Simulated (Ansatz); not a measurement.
Process, species as SMILES: CCl (CH3-Cl) → CH3Cl+ (doublet, bonded as CCl) + e-
B3LYP-D3(BJ)/def2-TZVP geometries, fixed; electronic energies without zero-point terms.

Basis-set convergence of the adiabatic ionisation energy at B2PLYP with Ansatz (a quantum-chemistry and plane-wave program). Cartesian d functions, on some or all atoms, in 6-31G*, 6-31+G*, 6-31G**; all else is spherical. Cores are frozen. Open shells are unrestricted. No added dispersion term, no relativity. Functions are those of the species that has most. Reference: the value in pcseg-4, 11.243 eV, itself unsure by roughly 0.003 eV (its mean distance from aug-pcseg-3, aug-cc-pV(Q+d)Z, cc-pV(5+d)Z). Deviations are taken from unrounded values.

```json
[
 {"basis": "pcseg-0", "functions": "28", "adiabatic ionisation energy (eV)": "11.429", "minus reference (eV)": "0.186"},
 {"basis": "6-31G*", "functions": "40", "adiabatic ionisation energy (eV)": "11.117", "minus reference (eV)": "-0.126"},
 {"basis": "def2-SVP", "functions": "47", "adiabatic ionisation energy (eV)": "11.041", "minus reference (eV)": "-0.202"},
 {"basis": "pcseg-1", "functions": "47", "adiabatic ionisation energy (eV)": "11.240", "minus reference (eV)": "-0.003"},
 {"basis": "6-31+G*", "functions": "48", "adiabatic ionisation energy (eV)": "11.165", "minus reference (eV)": "-0.078"},
 {"basis": "6-31G**", "functions": "49", "adiabatic ionisation energy (eV)": "11.123", "minus reference (eV)": "-0.120"},
 {"basis": "def2-SVPD", "functions": "71", "adiabatic ionisation energy (eV)": "11.261", "minus reference (eV)": "0.018"},
 {"basis": "aug-pcseg-1", "functions": "77", "adiabatic ionisation energy (eV)": "11.235", "minus reference (eV)": "-0.008"},
 {"basis": "6-311++G(2d,2p)", "functions": "92", "adiabatic ionisation energy (eV)": "11.216", "minus reference (eV)": "-0.026"},
 {"basis": "def2-TZVPD", "functions": "110", "adiabatic ionisation energy (eV)": "11.208", "minus reference (eV)": "-0.035"},
 {"basis": "def2-TZVPP", "functions": "115", "adiabatic ionisation energy (eV)": "11.188", "minus reference (eV)": "-0.055"},
 {"basis": "6-311++G(3df,3pd)", "functions": "140", "adiabatic ionisation energy (eV)": "11.217", "minus reference (eV)": "-0.026"},
 {"basis": "aug-pcseg-2", "functions": "165", "adiabatic ionisation energy (eV)": "11.220", "minus reference (eV)": "-0.023"},
 {"basis": "aug-cc-pV(T+d)Z", "functions": "170", "adiabatic ionisation energy (eV)": "11.224", "minus reference (eV)": "-0.019"},
 {"basis": "cc-pV(Q+d)Z", "functions": "209", "adiabatic ionisation energy (eV)": "11.231", "minus reference (eV)": "-0.012"},
 {"basis": "pcseg-3", "functions": "223", "adiabatic ionisation energy (eV)": "11.229", "minus reference (eV)": "-0.014"},
 {"basis": "aug-cc-pV(Q+d)Z", "functions": "307", "adiabatic ionisation energy (eV)": "11.243", "minus reference (eV)": "0.000"},
 {"basis": "cc-pV(5+d)Z", "functions": "356", "adiabatic ionisation energy (eV)": "11.244", "minus reference (eV)": "0.001"}
]
```
